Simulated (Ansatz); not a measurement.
**Structure relaxation of SrHf2**

The calculation used DFT PBE, scalar-relativistic, plane waves, PAW (Ansatz 0.2.0). Cutoff 420 eV, Γ-centred k mesh, Gaussian smearing, no spin polarisation in the final step.

The start puts SrHf2 on the AlB2 structure type (P6/mmm, No. 191), with Sr in place of Al, Hf in place of B, at a guessed volume.

```
Sr Hf
1.0
     4.15849    0.00000    0.00000
    -2.07924    3.60136    0.00000
     0.00000    0.00000    4.49006
Sr Hf
1 2
Direct
  0.00000 0.00000 0.00000
  0.33333 0.66667 0.50000
  0.66667 0.33333 0.50000
```

Cell and atoms relax at zero pressure; the relaxation can't lower the symmetry of the start. After a coarse first stage the cell is made exact in the group found at 0.06 Å.

Energies over the elements count from the elements' standard structures at the same level, with no empirical corrections.

(1) Describe the relaxed structure.

(2) What are its volume, energy, density and gap?

Answers

(1) It keeps P6/mmm (No. 191), but not the shape of the type it started on. Conventional cell: a = 5.384 Å, c = 3.298 Å. Around Sr lie 2 Sr at 3.30 Å and 12 Hf at 3.52 Å; around Hf lie 3 Hf at 3.11 Å, 2 Hf at 3.30 Å and 6 Sr at 3.52 Å.

```cif
data_structure
_symmetry_space_group_name_H-M 'P6/mmm'
_symmetry_Int_Tables_number 191
_cell_length_a 5.3840
_cell_length_b 5.3840
_cell_length_c 3.2976
_cell_angle_alpha 90.000
_cell_angle_beta 90.000
_cell_angle_gamma 120.000
_cell_volume 82.78
loop_
_atom_site_label
_atom_site_type_symbol
_atom_site_symmetry_multiplicity
_atom_site_Wyckoff_symbol
_atom_site_fract_x
_atom_site_fract_y
_atom_site_fract_z
_atom_site_occupancy
Sr1 Sr 1 a 0.00000 0.00000 0.00000 1
Hf1 Hf 2 d 0.33333 0.66667 0.50000 1
```

(2) The volume per atom is 27.59 Å³ and the density is 8.92 g/cm³. The energy over the elements is 0.72 eV/atom. The gap on the 12×12×14 mesh is 0 eV (a metal).

The final run used a 12×12×14 mesh on its 3-atom cell and 0.10 eV smearing. For metals, differences of a few meV/atom aren't resolved. Spin–orbit coupling is left out. A structure relaxed within its symmetry needn't be a true minimum.

Cost: 4 runs of about 3.6 core-minutes in all, on Arm Neoverse V2 (shared hosts).